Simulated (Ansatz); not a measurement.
**HBS (hydrogen boron sulfide): the vertical energy of the triplet above the singlet from total energies**

HBS: 3 atoms, total charge 0, spin state singlet. SMILES: `B=S`. The shape is that of a GFN2-xTB optimisation.

```xyz
3

B    -0.0410   -0.0161    0.1425
S     0.3953    0.1465   -1.3797
H    -0.3543   -0.1304    1.2371
```

Both states at this one shape; open shells run unrestricted unless said. 1 Eh = 27.2114 eV.

```
       level  program  singlet HBS (Eh)  triplet HBS (Eh)
   HF/STO-3G   Ansatz       -418.121283       -417.974486
BHLYP/STO-3G   Ansatz       -418.913391       -418.730266
```

Problem. Work out the vertical gap, second state less first, at each level.

Solution. 
1. HF/STO-3G: -417.974486 − (-418.121283) = 0.146797 Eh = 3.99 eV.
2. BHLYP/STO-3G: -418.730266 − (-418.913391) = 0.183125 Eh = 4.98 eV.

No measured value is set beside it here; the levels span 3.99 to 4.98 eV. Hartree–Fock favours the state with fewer electron pairs, since it lacks pair correlation. Minimal sets are far from the basis-set limit.
